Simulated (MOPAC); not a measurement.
MOPAC input (PM7):

```
PM7 1SCF UHF MS=0.5 GEO-OK AUX(PRECISION=9) THREADS=1
C2H6N

C    -0.11732593 1   -0.15223322 1    1.26606261 1
N     0.09657573 1    0.48373527 1    0.05773286 1
C     0.01340334 1   -0.28201973 1   -1.16935247 1
H     0.04882662 1    0.42807190 1    2.16176395 1
H    -0.86487752 1   -0.93328472 1    1.27785534 1
H     0.83640544 1    1.16927281 1    0.06627815 1
H     0.78928037 1   -1.05561135 1   -1.24473288 1
H     0.09720524 1    0.38619936 1   -2.02630962 1
H    -0.95933461 1   -0.77527729 1   -1.21924583 1
```

What heat of formation does the run end on, and which ionisation energy by Koopmans theorem?

18.98 kcal/mol; 7.68 eV.
